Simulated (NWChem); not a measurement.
# triplet C2H4O2: levels of theory compared

We compute a comparison of 5 runs (U-revPBE/6-311+G**, UBLYP/6-311+G**, UPBE/6-311+G**, USVWN5/6-311+G**, UMP2/6-311+G**) of triplet C2H4O2. 

Program for the calculation: NWChem 7.3.0.

1 further run of the same task is left out (it didn't finish).

## Step 1: The system as given

C2H4O2 has 8 atoms, charge 0, and is taken as a triplet. As SMILES of the parent species, `COC=O`. The shape is that of a PBE0-D4/def2-TZVP optimisation. That shape belongs to the parent species and isn't relaxed for this state.

Bond lengths: C1–O2 1.427 Å, O2–C3 1.330 Å, C3–O4 1.196 Å, C1–H5 1.091 Å, C1–H6 1.087 Å, C1–H7 1.091 Å, C3–H8 1.100 Å. Angles: C1–O2–C3 115.2°, O2–C3–O4 125.8°, O2–C1–H5 110.5°, O2–C1–H6 105.9°, O2–C1–H7 110.5°, O2–C3–H8 109.2°, O4–C3–H8 125.0°, H5–C1–H6 110.6°, H5–C1–H7 108.9°, H6–C1–H7 110.6°.

## Step 2: A single-point energy at U-revPBE/6-311+G(d,p) (run 1)

c2h4o2.nw reads:

```
start c2h4o2
title "C2H4O2"
memory stack 880 mb heap 220 mb global 1100 mb
charge 0
geometry units angstrom noautosym nocenter noautoz
   C     0.012500    1.014000   -0.113700
   O     0.065700   -0.091700    0.787600
   C     0.016500   -1.291800    0.216700
   O    -0.066200   -1.504700   -0.957200
   H    -0.916500    0.996100   -0.684900
   H     0.062500    1.905400    0.506600
   H     0.853900    0.981700   -0.806900
   H     0.064000   -2.066100    0.996100
end
basis spherical bse
   C library 6-311+G**
   O library 6-311+G**
   H library 6-311+G**
end
dft
   xc revpbe cpbe96
   mult 3
   grid fine
   convergence energy 1e-08
   maxiter 100
   mulliken
   print low
end
task dft energy
```

The run is started by

```console
$ nwchem c2h4o2.nw > c2h4o2.out
```

Standard output:

```text
[...]
 d= 0,ls=0.0,diis     1   -228.6374962610 -3.52D+02  3.34D-02  3.93D-01     5.5
[...]
 d= 0,ls=0.0,diis    13   -228.8687939908 -3.09D-09  3.21D-07  8.64D-10    77.5
[...]
         Total DFT energy =     -228.868793990790
      One electron energy =     -554.909858433663
           Coulomb energy =      232.571227623769
    Exchange-Corr. energy =      -29.489037189903
 Nuclear repulsion energy =      122.958874009007
[...]
      Total Density - Mulliken Population Analysis
     ---------------------------------------------
    Atom       Charge   Shell Charges
 -----------   ------   -------------------------------------------------------
    1 C    6     6.36   1.11  0.88  0.63  0.76  1.53  0.50  0.77  0.07  0.03  0.08
    2 O    8     8.05   1.09  0.91  0.97  1.02  2.06  0.80  1.34 -0.08 -0.06  0.02
    3 C    6     6.27   1.11  0.88  0.68  0.75  1.51  0.35  0.64  0.04  0.15  0.15
    4 O    8     7.99   1.09  0.91  0.96  1.04  1.97  0.87  1.19 -0.01 -0.03  0.02
    5 H    1     0.84   0.28  0.47  0.07  0.02
    6 H    1     0.83   0.28  0.47  0.06  0.02
    7 H    1     0.84   0.28  0.47  0.07  0.02
    8 H    1     0.82   0.26  0.46  0.06  0.03
[...]
      <S2> =      2.0035 (Exact =     2.0000)
[...]
```

It took 78 s on 1 thread of Intel Xeon Platinum 8488C (Sapphire Rapids), shared host; peak memory 0.12 GiB.

## Step 3: The energy at UBLYP/6-311+G(d,p) (run 2)

nw.xyz reads:

```xyz
8
C2H4O2
C      0.012500     1.014000    -0.113700
O      0.065700    -0.091700     0.787600
C      0.016500    -1.291800     0.216700
O     -0.066200    -1.504700    -0.957200
H     -0.916500     0.996100    -0.684900
H      0.062500     1.905400     0.506600
H      0.853900     0.981700    -0.806900
H      0.064000    -2.066100     0.996100
```

run.py reads:

```python
from ase.io import read
from ase.calculators.nwchem import NWChem

molecule = read('nw.xyz')

calc = NWChem(
    label='nw',
    theory='dft',
    memory='2200 mb',
    basis='6-311+G**',
    basispar='spherical bse',
    dft={'xc': 'becke88 lyp', 'mult': '3', 'grid': 'fine', 'convergence': 'energy 1e-08', 'iterations': '100', 'mulliken': None, 'print': 'low'},
    task='energy',
)
molecule.calc = calc

e = molecule.get_potential_energy()
print(f"E = {e:.6f} eV")
```

The run is started by

```console
$ export ASE_NWCHEM_COMMAND="nwchem PREFIX.nwi > PREFIX.nwo"
$ python run.py
```

Standard output:

```text
E = -6228.188260 eV
```

The calculator wrote nw.nwi:

```
title "nw"

permanent_dir nw

scratch_dir nw

start nw

geometry units angstrom nocenter noautosym noautoz
  C  1.2500000000000001e-02 1.0140000000000000e+00 -1.1370000000000000e-01
  O  6.5699999999999995e-02 -9.1700000000000004e-02 7.8759999999999997e-01
  C  1.6500000000000001e-02 -1.2918000000000001e+00 2.1670000000000000e-01
  O  -6.6199999999999995e-02 -1.5046999999999999e+00 -9.5720000000000005e-01
  H  -9.1649999999999998e-01 9.9609999999999999e-01 -6.8489999999999995e-01
  H  6.2500000000000000e-02 1.9054000000000000e+00 5.0660000000000005e-01
  H  8.5389999999999999e-01 9.8170000000000002e-01 -8.0689999999999995e-01
  H  6.4000000000000001e-02 -2.0661000000000000e+00 9.9609999999999999e-01
end

memory 2200 mb

basis spherical bse noprint
   * library 6-311+G**
end

dft
  xc becke88 lyp
  mult 3
  grid fine
  convergence energy 1e-08
  iterations 100
  mulliken
  print low
end

task dft energy
```

nw.nwo:

```text
Northwest Computational Chemistry Package (NWChem) 7.3.0
             --------------------------------------------------------

           Job information
           ---------------

    nwchem branch   = 7.3.0
    use scalapack   = T
    input           = nw.nwi
    prefix          = nw.
    data base       = nw/nw.db
    status          = startup
    nproc           =        1

           Memory information
           ------------------

    heap     =     72089598 doubles =      550.0 Mbytes
    stack    =     72089595 doubles =      550.0 Mbytes
    global   =    144179200 doubles =     1100.0 Mbytes (distinct from heap & stack)
    total    =    288358393 doubles =     2200.0 Mbytes
    verify   = yes
    hardfail = no

[... 37 lines left out ...]
            Nuclear Dipole moment (a.u.)
[... 87 lines left out ...]
   convergence    iter        energy       DeltaE   RMS-Dens  Diis-err    time
[... 13 lines left out ...]
         Total DFT energy =     -228.881698801148
      One electron energy =     -554.957531572246
           Coulomb energy =      232.625464409308
    Exchange-Corr. energy =      -29.508505647218
 Nuclear repulsion energy =      122.958874009007
[... 41 lines left out ...]
     ------------------------------------------
      Spin Density - Lowdin Population Analysis
     ------------------------------------------

    Atom       Charge   Shell Charges
 -----------   ------   -------------------------------------------------------
    1 C    6     0.02  -0.00 -0.00 -0.00 -0.00 -0.00 -0.00  0.00  0.00  0.00  0.01
    2 O    8     0.23  -0.00  0.00  0.07  0.00  0.12 -0.00  0.02  0.00 -0.00  0.00
    3 C    6     0.71  -0.00  0.00  0.15  0.01  0.26  0.00  0.16  0.00  0.06  0.07
[... 4 lines of this table left out ...]
    8 H    1     0.10   0.03  0.04  0.01  0.03

     --------------------------
     Expectation value of S2:
     --------------------------
      <S2> =      2.0035 (Exact =     2.0000)

 Task  times  cpu:      112.0s     wall:      112.0s
 Total times  cpu:      112.0s     wall:      112.0s
```

Wall time 1.9 min (1 thread of Intel Xeon Platinum 8488C (Sapphire Rapids), shared host); peak memory 0.12 GiB.

Run 3 isn't shown in full; the table further down has it.

## Step 4: The energy at USVWN5/6-311+G(d,p) (run 4)

calc.nw reads:

```
start calc
memory 2200 mb
geometry noautosym nocenter noautoz
  C        0.012500       1.014000      -0.113700
  O        0.065700      -0.091700       0.787600
  C        0.016500      -1.291800       0.216700
  O       -0.066200      -1.504700      -0.957200
  H       -0.916500       0.996100      -0.684900
  H        0.062500       1.905400       0.506600
  H        0.853900       0.981700      -0.806900
  H        0.064000      -2.066100       0.996100
end
basis spherical bse
  * library 6-311+G**
end
dft
  xc slater vwn_5
  mult 3
  grid fine
  convergence energy 1e-08
  maxiter 100
  mulliken
  print medium
end
task dft energy
```

The run is started by

```console
$ nwchem calc.nw > calc.out
```

Standard output:

```text
[...]
          Wavefunction type:  spin polarized.
          No. of atoms     :     8
          No. of electrons :    32
[...]
          Charge           :     0
          Spin multiplicity:     3
[...]
          AO basis - number of functions:   112
[...]
              XC Information
              --------------
                        Slater Exchange Functional  1.000 local
                      VWN V Correlation Functional  1.000 local
[...]
 d= 0,ls=0.0,diis     1   -226.8935879310 -3.50D+02  3.36D-02  6.44D-01     3.9
[...]
 d= 0,ls=0.5,diis    31   -227.1345864665 -9.00D-09  4.26D-07  1.70D-08    91.2
[...]
         Total DFT energy =     -227.134586472749
      One electron energy =     -554.766667565866
           Coulomb energy =      232.303318871038
    Exchange-Corr. energy =      -27.630111786928
 Nuclear repulsion energy =      122.958874009007
[...]
      Total Density - Mulliken Population Analysis
     ---------------------------------------------
    Atom       Charge   Shell Charges
 -----------   ------   -------------------------------------------------------
    1 C    6     6.47   1.09  0.90  0.66  0.74  1.50  0.54  0.88  0.06  0.02  0.07
    2 O    8     8.04   1.07  0.92  0.98  1.00  2.02  0.80  1.38 -0.08 -0.06  0.02
    3 C    6     6.30   1.09  0.90  0.71  0.73  1.48  0.35  0.72  0.03  0.15  0.15
    4 O    8     8.00   1.07  0.92  0.98  1.02  1.93  0.88  1.22 -0.00 -0.03  0.02
    5 H    1     0.80   0.26  0.45  0.07  0.02
    6 H    1     0.79   0.26  0.45  0.06  0.02
    7 H    1     0.80   0.26  0.45  0.07  0.02
    8 H    1     0.78   0.24  0.45  0.06  0.03
[...]
      <S2> =      2.0023 (Exact =     2.0000)
[...]
```

It took 95 s on 1 thread of Intel Xeon Platinum 8488C (Sapphire Rapids), shared host; peak memory 0.12 GiB.

## Step 5: The energy at UMP2/6-311+G(d,p) (run 5)

c2h4o2.xyz reads:

```xyz
8
C2H4O2 mp2
C      0.012500     1.014000    -0.113700
O      0.065700    -0.091700     0.787600
C      0.016500    -1.291800     0.216700
O     -0.066200    -1.504700    -0.957200
H     -0.916500     0.996100    -0.684900
H      0.062500     1.905400     0.506600
H      0.853900     0.981700    -0.806900
H      0.064000    -2.066100     0.996100
```

run.py reads:

```python
from ase.io import read
from ase.calculators.nwchem import NWChem

molecule = read('c2h4o2.xyz')

calc = NWChem(
    label='c2h4o2',
    theory='mp2',
    memory='2200 mb',
    basis='6-311+G**',
    basispar='spherical bse',
    scf={'nopen': '2', 'uhf': None, 'thresh': '1e-08', 'maxiter': '80', 'print': 'low'},
    mp2={'freeze': 'core 4', 'tight': None},
    task='energy',
)
molecule.calc = calc

print("Total energy (eV):", round(molecule.get_potential_energy(), 6))
```

The run is started by

```console
$ export ASE_NWCHEM_COMMAND="nwchem PREFIX.nwi > PREFIX.nwo"
$ python run.py
```

Standard output:

```text
Total energy (eV): -6212.793393
```

The calculator wrote c2h4o2.nwi:

```
title "c2h4o2"

permanent_dir c2h4o2

scratch_dir c2h4o2

start c2h4o2

geometry units angstrom nocenter noautosym noautoz
  C  1.2500000000000001e-02 1.0140000000000000e+00 -1.1370000000000000e-01
  O  6.5699999999999995e-02 -9.1700000000000004e-02 7.8759999999999997e-01
  C  1.6500000000000001e-02 -1.2918000000000001e+00 2.1670000000000000e-01
  O  -6.6199999999999995e-02 -1.5046999999999999e+00 -9.5720000000000005e-01
  H  -9.1649999999999998e-01 9.9609999999999999e-01 -6.8489999999999995e-01
  H  6.2500000000000000e-02 1.9054000000000000e+00 5.0660000000000005e-01
  H  8.5389999999999999e-01 9.8170000000000002e-01 -8.0689999999999995e-01
  H  6.4000000000000001e-02 -2.0661000000000000e+00 9.9609999999999999e-01
end

memory 2200 mb

basis spherical bse noprint
   * library 6-311+G**
end

scf
  nopen 2
  uhf
  thresh 1e-08
  maxiter 80
  print low
end
mp2
  freeze core 4
  tight
end

task mp2 energy
```

c2h4o2.nwo:

```text
Northwest Computational Chemistry Package (NWChem) 7.3.0
             --------------------------------------------------------

           Job information
           ---------------

    nwchem branch   = 7.3.0
    use scalapack   = T
    input           = c2h4o2.nwi
    prefix          = c2h4o2.
    data base       = c2h4o2/c2h4o2.db
    status          = startup
    nproc           =        1

           Memory information
           ------------------

    heap     =     72089600 doubles =      550.0 Mbytes
    stack    =     72089597 doubles =      550.0 Mbytes
    global   =    144179200 doubles =     1100.0 Mbytes (distinct from heap & stack)
    total    =    288358397 doubles =     2200.0 Mbytes
    verify   = yes
    hardfail = no

[... 37 lines left out ...]
            Nuclear Dipole moment (a.u.)
[... 71 lines left out ...]
  ga_iter_lsolve: convergence stagnant ... aborting solve
[... 1 line left out ...]
       Final UHF  results
[... 2 lines left out ...]
         Total SCF energy =   -227.690937023763
      One electron energy =   -554.769651094036
      Two electron energy =    204.119840061266
 Nuclear repulsion energy =    122.958874009007
[... 53 lines left out ...]
          -------------------------------------------
          SCF energy                -227.690937023763
          Correlation energy          -0.625010850173
          Singlet pairs                0.000000000000
          Triplet pairs                0.000000000000
          Total MP2 energy          -228.315947873936
          -------------------------------------------

          ---------------------------------------------------
                    Spin Component Scaled (SCS) MP2
          Same spin pairs                     -0.158824478499
          Same spin scaling factor             0.333333333333
          Opposite spin pairs                 -0.466186371674
          Opposite spin scaling fact.          1.200000000000
          SCS-MP2 correlation energy          -0.612365138842
          Total SCS-MP2 energy              -228.303302162605
          ---------------------------------------------------

 -----------------------
 Task  times  cpu:      324.6s     wall:      324.6s
 Total times  cpu:      324.6s     wall:      324.6s
```

Wall time 5.4 min (1 thread of Intel Xeon Platinum 8488C (Sapphire Rapids), shared host); peak memory 0.39 GiB.

## Step 6: The series

```csv
run,level,integration grid,iteration cap,energy (Eh),⟨S²⟩,wall time
1,U-revPBE/6-311+G**,fine,100,-228.868794,2.003,78 s
2,UBLYP/6-311+G**,fine,100,-228.881699,2.003,1.9 min
3,UPBE/6-311+G**,fine,100,-228.676558,2.003,86 s
4,USVWN5/6-311+G**,fine,100,-227.134586,2.002,95 s
5,UMP2/6-311+G**,–,80,-228.315948,2.017,5.4 min
```

## Step 7: What came out

| quantity | value |
| --- | --- |
| run 5: total energy | -228.31595 Eh |
| run 5: correlation energy (4 core orbitals frozen) | -625.0 mEh |
| run 5: ⟨S²⟩ of the reference determinant | 2.017 |

In words: Totals of different functionals can't be ranked against each other. All runs together took 12 min, the longest 5.4 min.
